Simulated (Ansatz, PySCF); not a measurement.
Molecule: but-2-yne, C$_{4}$H$_{6}$, net charge 0, singlet state. 
Structure (B3LYP-D3(BJ)/def2-TZVP (Ansatz, an electronic-structure program) minimum search):
SMILES: CC#CC
```xyz
10

C     -0.0002     0.0011     2.0565
C     -0.0001     0.0003     0.6006
C      0.0001    -0.0003    -0.6006
C      0.0002    -0.0011    -2.0565
H     -0.0090     1.0202     2.4498
H     -0.8782    -0.5156     2.4506
H      0.8864    -0.5005     2.4508
H     -0.0085     1.0175    -2.4509
H      0.8870    -0.5032    -2.4500
H     -0.8777    -0.5183    -2.4502
```

Total electronic energies in hartree. Correlated levels leave the core frozen unless marked. Spin-orbit coupling is left out. Non-relativistic. CBS(X,Y): correlation extrapolated as X^-3; Hartree-Fock from the larger set. [CCSD(T)-MP2]/basis is that difference in the basis named.

```
level                                                     program  energy (Eh)
-------------------------------------------------  --------------  -----------
HF/cc-pVQZ                                                 Ansatz   -154.97507
RI-HF/cc-pVQZ                                              Ansatz   -154.97502
BLYP-D4/def2-TZVPD                                 Ansatz + dftd4   -155.96953
PBE0-D3(BJ)/def2-TZVP                              Ansatz + dftd3          [?]
PBE0/def2-TZVPD                                            Ansatz   -155.83595
TPSSh/def2-TZVPD                                            PySCF   -156.04809
r2SCAN0-D4/def2-TZVPD                              Ansatz + dftd4   -155.91736
HSE06/def2-TZVPD                                           Ansatz          [?]
B2PLYP/def2-TZVPD                                          Ansatz   -155.88487
RPA@PBE/cc-pVTZ                                            Ansatz   -156.01072
RI-MP2/aug-cc-pVQZ                                         Ansatz   -155.67395
SCS-MP2/STO-3G                                             Ansatz   -153.29543
CCSD/aug-cc-pVDZ                                           Ansatz   -155.52063
CCSD(T)/cc-pwCVTZ                                          Ansatz   -155.69108
RI-MP2/CBS(cc-pVTZ,cc-pVQZ)+[CCSD(T)-MP2]/cc-pVTZ          Ansatz    -155.7614
```

Task: Fill in the missing entries.

Result: 
- PBE0-D3(BJ)/def2-TZVP, energy (Eh): -155.84022
- HSE06/def2-TZVPD, energy (Eh): -155.82633
